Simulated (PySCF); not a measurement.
Ligands exchanged one at a time, Si OH-H. Gas-phase values, no solvent. One relaxed conformer stands for each flexible species; it need not be the lowest. Strings in code marks are SMILES. All members: neutral, multiplicity 1. Level: ωB97X-D3(BJ)/def2-TZVP // PBE0-D3(BJ)/def2-TZVP (PySCF), beside PBE-D3(BJ)/def2-TZVP // PBE0-D3(BJ)/def2-TZVP (PySCF) at the same geometries.  Orbital energies are measured against the vacuum level.

```csv
species,"HOMO, PBE (eV)","HOMO, ωB97X-D3(BJ) (eV)"
`[SiH4]`,-8.51,-12.45
"`O[SiH2]O` (H–O–Si–O torsion 66°, O–Si–O–H torsion 66°)",-7.37,-11.45
`O[Si](O)(O)O`,-7.33,-11.73
`O[SiH](O)O`,-7.23,-11.37
`O[SiH3]`,-7.21,withheld
```

### Question
Fit y = a + b·x, y being the HOMO at the first level, to the 4 complete rows by least squares, with x = the PBE value in eV. Give a, b and the rms residual, and predict the withheld value.

### Answer
Means of the 4 rows: x̄ = -7.61, ȳ = -11.75 eV. Σ(x − x̄)² = 1.0904 and Σ(x − x̄)(y − ȳ) = 0.852, so b = 0.781 and a = ȳ − b·x̄ = -5.807 eV. The rms residual is 0.122 eV. At x = -7.21 the line gives -11.44 eV, outside the range of the fitted rows. The run for `O[SiH3]` gave -11.29 eV, so the line is off by 0.15 eV, within twice the rms residual.

Codes: PySCF.
